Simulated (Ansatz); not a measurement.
Input for Ansatz (development build ahead of 0.2.0):

```yaml
crystal:
  periodic: [false, false, false]
  atoms:
    - { symbol: C, position_ang: [0.00625, 0.05155, 0.01874] }
    - { symbol: H, position_ang: [0.63019, 0.57217, 0.64042] }
    - { symbol: H, position_ang: [-0.59074, -0.58026, 0.6323] }
    - { symbol: H, position_ang: [-0.57187, 0.61612, -0.58976] }
    - { symbol: H, position_ang: [0.60703, -0.67399, -0.6541] }
basis:
  gaussian: { orbitals: cc-pVDZ }
hamiltonian:
  xc: hf
correlation:
  method: mp2
  frozen_orbitals: { C: 1, H: 0 }
```

The input is written out in the form of the current development build from the run's settings.

The run gave:

```yaml
Converged: yes
Reference_energy: -40.18622 hartree
Correlation_energy: -0.15999 hartree
Total_energy: -40.34621 hartree
Spin_squared_of_the_determinant: 0.000
```
